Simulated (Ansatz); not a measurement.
This geometry of BClFH + H2 (6 atoms, charge 0, multiplicity 1) is a first-order saddle point.

Theory: Ansatz, RKS B3LYP-D4/def2-SVP.

```xyz
6
Properties=species:S:1:pos:R:3
B 0.010 -0.282 0.025
Cl 0.023 0.125 2.135
H 1.055 0.124 -0.396
F -1.168 0.073 -0.475
H 0.070 -1.574 0.265
H 0.015 -1.137 1.238
```

Q: Which two structures does it join? (They come from a converged band through this point; their orientation in space is the band's.)

A: Bonds broken: B1–Cl2, H5–H6. Bonds formed: B1–H5, Cl2–H6. BClFH + H2 becomes BFH2 + ClH.

First end point:

```xyz
6
Properties=species:S:1:pos:R:3
B -0.026 0.499 0.145
Cl -0.079 0.957 1.838
H 1.022 0.340 -0.418
F -1.157 0.342 -0.505
H 0.036 -2.560 0.530
H 0.209 -2.249 1.201
```

Last end point:

```xyz
6
Properties=species:S:1:pos:R:3
B 0.088 -0.316 -0.508
Cl 0.254 -0.168 2.431
H 0.919 0.550 -0.625
F -1.188 0.026 -0.598
H 0.346 -1.492 -0.410
H -0.413 -1.272 2.500
```

Q: How far does it lie above each of them?

A: 1.48 eV above the first and 0.69 eV above the second. This is the barrier of this one path; another mechanism may lie lower. The orbitals stay closed-shell, which can raise the energy where a bond breaks towards radicals; this wasn't checked here.

Run time: 65 s on 1 thread of AMD EPYC 9R45 96-Core Processor (Zen 5), with other jobs on the host, peak memory 0.13 GiB.
